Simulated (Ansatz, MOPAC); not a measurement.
Species: vinyl fluoride, C$_{2}$H$_{3}$F, charge 0, multiplicity 1. SMILES: FC=C
Geometry: optimised at B3LYP-D3(BJ)/def2-TZVP (Ansatz, a program for electronic structure).

Quantity: size of the dipole moment, in D. Conventions: no dispersion term unless named; no spin-orbit coupling; non-relativistic; 6-311+G** with 5d; 6-31G* and kin with 6d, 5d where marked. Ab initio and DFT rows: single points at B3LYP-D3(BJ) geometries (Ansatz). Semi-empirical rows: dipoles at the shared geometry.

Measured values: NIST CCCBDB, as tabulated in the package chemicals; dipoles are vibrational averages. 

Value to compare with, the measured value: 1.43 D.

```csv
level,program,size of the dipole moment (D),error
AM1,MOPAC,1.36,-0.07
MNDO,MOPAC,1.81,0.38
PBE/3-21G,Ansatz,1.09,-0.34
B3LYP/3-21G,Ansatz,1.27,-0.16
B3LYP/6-31G*,Ansatz,1.25,-0.18
B3LYP/def2-SVP,Ansatz,1.33,-0.10
PBE0/6-311+G**,Ansatz,1.56,0.13
```

2 of the 7 habitual levels lie above the measured value; their mean absolute error is 0.19 D, the median 0.16.

The levels are drawn from those run, B3LYP/6-31G* more often than the rest, none by its result; runs whose electronic state is in doubt are left out.
